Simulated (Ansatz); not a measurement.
Saddle point of Si$_{2}$NH$_{9}$, closed shell (SiNH₅ ([NH2][SiH3]) + SiH₄ → Si₂H₆ ([SiH3][SiH3]) + NH₃; bonds formed: Si1–Si7, N2–H6; bonds broken: Si1–N2, H6–Si7), PBE0-D4/def2-TZVP structure:

Si1  (-1.224, 0.270, 0.521)
N2  (-0.077, -1.072, 1.135)
H3  (-1.820, -0.068, -0.783)
H4  (-2.289, 0.039, 1.554)
H5  (-0.713, 1.633, 0.749)
H6  (0.664, -0.845, 0.352)
Si7  (1.188, 0.502, -1.309)
H8  (0.287, -0.915, 2.073)
H9  (-0.461, -2.014, 1.079)
H10  (2.358, 1.356, -0.896)
H11  (1.760, -0.361, -2.403)
H12  (0.326, 1.475, -2.072)
(Å)

Energies are electronic, without zero-point energy. Barriers and step energies count from the start structure reached by relaxing down the imaginary mode; all methods use the PBE0-D4 structures, on which another method's saddle can fall below an end. Ansatz 0.2.0; basis: def2-TZVPP, with def2-QZVPP for the basis limit; cores frozen in the correlated methods. B3LYP uses VWN-RPA correlation. Extrapolation: Hartree–Fock as exp(−7.88 √X), correlation as X^−2.97.

```csv
method,barrier (eV),step energy (eV)
SPW92,1.439,0.094
PBE-D4,1.702,0.106
BLYP-D4,1.979,0.269
r2SCAN-D4,1.985,0.238
B97M-V,2.094,0.222
PBE0-D4,?,0.165
B3LYP-D4,2.121,0.308
r2SCAN0-D4,?,0.265
BHLYP-D4,2.344,0.374
CAM-B3LYP-D4,2.255,0.372
wB97X-V,2.241,0.294
wB97M-V,2.152,0.323
B2PLYP,2.258,0.371
PBE-QIDH,2.128,0.276
RPA on PBE,2.274,0.346
HF,2.889,0.561
MP2,?,0.380
CCSD,2.339,0.347
CCSD(T),2.227,0.312
```

Q: Fill in the withheld barriers. (An estimate is asked for; the value comes from the calculation.)

A: Computed: PBE0-D4 1.892; MP2 2.273; r2SCAN0-D4 2.079 eV. Each is the energy of the saddle less that of the start structure, by the same method.

For comparison, the barrier by CCSD(T) at an estimated basis limit (MP2 extrapolated from triple and quadruple zeta, plus CCSD(T) − MP2 in triple zeta) is 2.232 eV.

The T1 diagnostic stays at or below 0.013.

Labels in which every atom is bracketed show which atoms are joined, not bond orders.

For scale, one of the runs: CCSD(T)/def2-TZVPP, 241 basis functions, launched by `ansatz run in.yaml --threads 4 --pin off --events-out ev --progress --plain --max-ram 9574MiB`. Time: 57 s of wall clock on 4 CPU threads of an Arm Neoverse V2; the host was shared. Peak host memory: 4.3 GiB.
